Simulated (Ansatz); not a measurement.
**PH3S (SMILES [PH3]=S): levels of theory compared**

Wanted: a comparison of 6 runs (CAM-B3LYP/STO-3G, UPBE0/STO-3G, r2SCAN0/STO-3G, RPA@PBE/STO-3G, MP2/STO-3G, CCSDT(Q)/STO-3G) of PH3S. 

The results are computed with Ansatz 0.2.0.

47 further runs of the same task are left out: 47 set aside as unsound or not needed.

## Step 1: The molecule

PH3S: 5 atoms, total charge 0, spin state singlet. As SMILES, `[PH3]=S`. The H3–P1 distance was set to 2.789 Å, away from the relaxed value. At this shape a bond of the SMILES string is far longer than usual.

Bond lengths: P1–S2 1.914 Å, P1–H4 1.394 Å, P1–H5 1.394 Å. Angles: S2–P1–H4 118.2°, S2–P1–H5 118.2°, H4–P1–H5 99.4°.

## Step 2: The energy at CAM-B3LYP/STO-3G (run 1)

job.yaml

```yaml
crystal:
  periodic: [false, false, false]
  atoms:
    - symbol: P
      position_ang: [1.182718, -0.475145, -0.579239]
    - symbol: S
      position_ang: [2.436488, -1.409685, 0.524361]
    - symbol: H
      position_ang: [-1.166840, 0.461930, 0.594540]
    - symbol: H
      position_ang: [0.642328, -1.145125, -1.676089]
    - symbol: H
      position_ang: [1.604508, 0.693835, -1.211169]
basis:
  gaussian:
    orbitals: STO-3G
hamiltonian:
  xc: {name: CAM-B3LYP}
accuracy: high
```

Run with:

```bash
$ ansatz run job.yaml --threads 1 --pin off --max-ram 2610MiB --events-out events.jsonl --progress --plain --runs-dir runs
```

Standard output:

```text
Warning: RAYON_NUM_THREADS=1 ignored (pool sized by the plan → 1); use --threads N
Functional definition: CAM-B3LYP
  name "CAM-B3LYP"
  parameter alpha = 0.19
  parameter beta = 0.46
  parameter omega = 0.33/bohr
  parameter ac = 0.81
  exchange = (1 - alpha - beta)*b88_x + beta*b88_x_sr(omega) + alpha*exact_x + beta*exact_x_lr(omega)
  correlation = (1 - ac)*vwn5_c + ac*lyp_c
364 factors; integrals over basis functions are off by at most 2.8e-8 eV
154 factors; integrals over basis functions are off by at most 8.6e-10 eV
mean field evaluation 1: about -19932.5582 eV, gradient 3.1e1 eV
mean field evaluation 2: about -19928.9527 eV, gradient 2.6e1 eV
mean field evaluation 4: about -19939.3721 eV, gradient 2.6e0 eV
mean field evaluation 8: about -19939.3723 eV, gradient 2.6e0 eV
mean field evaluation 16: about -19939.3841 eV, gradient 2.3e-8 eV
mean field -19939.38412063 eV, -732.7588510332 hartree, gradient 2.3e-8 eV, S^2 0.000000; 0 other end points of the search recorded, 0 dependent functions left out
reference -19939.38413438 eV, -732.7588515385 hartree; 17, 17 occupied and 4, 4 virtual orbitals, 364 factors
Total energy: -19939.38413438 eV, -732.7588515385 hartree
```

It took 0.74 s on 1 thread of Intel Xeon 6975P-C (Granite Rapids), shared host; peak memory 0.12 GiB.

## Step 3: A single-point energy at UPBE0/STO-3G (run 2)

run.yaml

```yaml
crystal:
  periodic: [false, false, false]
  atoms:
    - symbol: P
      position_ang: [1.182718, -0.475145, -0.579239]
    - symbol: S
      position_ang: [2.436488, -1.409685, 0.524361]
    - symbol: H
      position_ang: [-1.166840, 0.461930, 0.594540]
    - symbol: H
      position_ang: [0.642328, -1.145125, -1.676089]
    - symbol: H
      position_ang: [1.604508, 0.693835, -1.211169]
basis:
  gaussian:
    orbitals: STO-3G
magnetization:
  spin_polarized: true
  initial_magnetization: 0
accuracy: high
hamiltonian:
  xc: {name: PBE0}
```

Run with:

```bash
$ ansatz run run.yaml --threads 1 --pin off --max-ram 2610MiB --events-out events.jsonl --progress --plain --runs-dir runs
```

Standard output:

```text
Warning: RAYON_NUM_THREADS=1 ignored (pool sized by the plan → 1); use --threads N
Functional definition: PBE0
  name "PBE0"
  parameter a = 0.25
  parameter kappa = 0.804
  parameter beta = 0.06672455060314922
  exchange = (1 - a)*pbe_x(kappa = kappa, mu = beta*pi^2/3) + a*exact_x
  correlation = pbe_c(beta = beta)
364 factors; integrals over basis functions are off by at most 2.8e-8 eV
mean field evaluation 1: about -19926.9085 eV, gradient 2.2e1 eV
mean field evaluation 2: about -19921.0109 eV, gradient 1.9e1 eV
mean field evaluation 4: about -19933.9825 eV, gradient 1.2e0 eV
mean field evaluation 8: about -19933.9824 eV, gradient 1.2e0 eV
mean field evaluation 16: about -19933.7682 eV, gradient 5.4e0 eV
mean field evaluation 32: about -19935.3831 eV, gradient 1.5e-2 eV
mean field -19935.38309647 eV, -732.6118161072 hartree, gradient 1.2e-8 eV, S^2 0.947850; 4 other end points of the search recorded, 0 dependent functions left out
reference -19935.38309794 eV, -732.6118161614 hartree; 17, 17 occupied and 4, 4 virtual orbitals, 364 factors
Total energy: -19935.38309794 eV, -732.6118161614 hartree
```

Wall time 1.8 s (1 thread of Intel Xeon 6975P-C (Granite Rapids), shared host); peak memory 0.14 GiB.

Run 3 isn't shown in full; the table further down has it.

## Step 4: A single-point energy at RPA@PBE/STO-3G (run 4)

input.yaml

```yaml
crystal:
  periodic: [false, false, false]
  atoms:
    - symbol: P
      position_ang: [1.182718, -0.475145, -0.579239]
    - symbol: S
      position_ang: [2.436488, -1.409685, 0.524361]
    - symbol: H
      position_ang: [-1.166840, 0.461930, 0.594540]
    - symbol: H
      position_ang: [0.642328, -1.145125, -1.676089]
    - symbol: H
      position_ang: [1.604508, 0.693835, -1.211169]
basis:
  gaussian:
    orbitals: STO-3G
accuracy: high
correlation:
  method: rpa
  frozen_orbitals: {H: 0, P: 5, S: 5}
hamiltonian:
  xc: pbe
```

Run with:

```bash
$ ansatz run input.yaml --threads 1 --pin off --max-ram 2610MiB --events-out events.jsonl --progress --plain --runs-dir runs
```

Standard output, cut to the lines that bear on the results:

```text
Warning: RAYON_NUM_THREADS=1 ignored (pool sized by the plan → 1); use --threads N
Functional definition: PBE
  name "PBE"
[...]
364 factors; integrals over basis functions are off by at most 2.8e-8 eV
[...]
mean field -19931.89621567 eV, -732.4836756015 hartree, gradient 6.3e-8 eV, S^2 0.000000; 2 other end points of the search recorded, 0 dependent functions left out; unrestricted orbitals would lower it
unrestricted determinant -19909.38709353 eV, -731.6564806201 hartree, S^2 0.9916
10 core orbitals not correlated: weight in the atoms' cores, before any rotation towards them, 0.999 or more for the frozen orbitals, at most 0.000 for the correlated occupied ones
reference -19904.60042884 eV, -731.4805739371 hartree; 7, 7 occupied and 4, 4 virtual orbitals, 364 factors
Total energy: -19912.01972364 eV, -731.7532279921 hartree
```

Wall time 1.2 s (1 thread of Intel Xeon 6975P-C (Granite Rapids), shared host); peak memory 0.12 GiB.

Run 5 isn't shown in full; the table further down has it.

## Step 5: The energy at CCSDT(Q)/STO-3G (run 6)

molecule.yaml

```yaml
crystal:
  periodic: [false, false, false]
  atoms:
    - {symbol: P, position_ang: [1.182718, -0.475145, -0.579239]}
    - {symbol: S, position_ang: [2.436488, -1.409685, 0.524361]}
    - {symbol: H, position_ang: [-1.166840, 0.461930, 0.594540]}
    - {symbol: H, position_ang: [0.642328, -1.145125, -1.676089]}
    - {symbol: H, position_ang: [1.604508, 0.693835, -1.211169]}
basis:
  gaussian: {orbitals: STO-3G}
correlation: {method: ccsdt_q, frozen_orbitals: {H: 0, P: 5, S: 5}}
accuracy: high
scf: {omitted_lower_state_checks: [cluster_reference, increment]}
```

Run with:

```bash
$ ansatz run molecule.yaml --threads 1 --pin off --max-ram 2610MiB --events-out events.jsonl --progress --plain --runs-dir runs
```

Standard output:

```text
Warning: RAYON_NUM_THREADS=1 ignored (pool sized by the plan → 1); use --threads N
[... 11 lines left out ...]
10 core orbitals not correlated: weight in the atoms' cores, before any rotation towards them, 1.000 or more for the frozen orbitals, at most 0.000 for the correlated occupied ones
[... 39 lines left out ...]
WARN: these amplitudes may be one of several solutions (largest doubles amplitude 0.77, level shift 9.85 eV)
Total energy: -19911.39056011 eV, -731.7301066588 hartree
Checks for a lower state left out: cluster_reference, increment
```

Wall time 0.2 s (1 thread of Intel Xeon 6975P-C (Granite Rapids), shared host).

## Step 6: Overview of the runs

| run | level | frozen core orbitals | energy (Eh) | wall time |
| --- | --- | --- | --- | --- |
| 1 | CAM-B3LYP/STO-3G | – | -732.758852 | 0.74 s |
| 2 | UPBE0/STO-3G | – | -732.611816 | 1.8 s |
| 3 | r2SCAN0/STO-3G | – | -732.785018 | 1.4 s |
| 4 | RPA@PBE/STO-3G | 10 | -731.753228 | 1.2 s |
| 5 | MP2/STO-3G | 10 | -731.656528 | 0.14 s |
| 6 | CCSDT(Q)/STO-3G | 10 | -731.730107 | 0.2 s |

## Step 7: Results

| quantity | value |
| --- | --- |
| run 6: total energy | -731.73011 Eh |
| run 6: correlation energy (10 core orbitals frozen) | -235.2 mEh |
| run 6: T1 diagnostic | 0.044 |

**Reading.** Totals of different functionals can't be ranked against each other. In runs 4, 5, 6 the log says that unrestricted orbitals would lower the reference, so the values rest on an unstable closed-shell determinant (other closed-shell runs at this shape may share the fault). In runs 1, 2, 3, 4, 5, 6 the basis is minimal, so the values are rough. In runs 1, 3, 4, 5 a closed-shell determinant meets a far-stretched bond, which it describes badly. Spin contamination of the reference: run 2 ⟨S²⟩ = 0.95. Where it is this large, the reference is a mixture of spin states, and values that rest on it are in doubt. All runs together took 5.5 s, the longest 1.8 s.
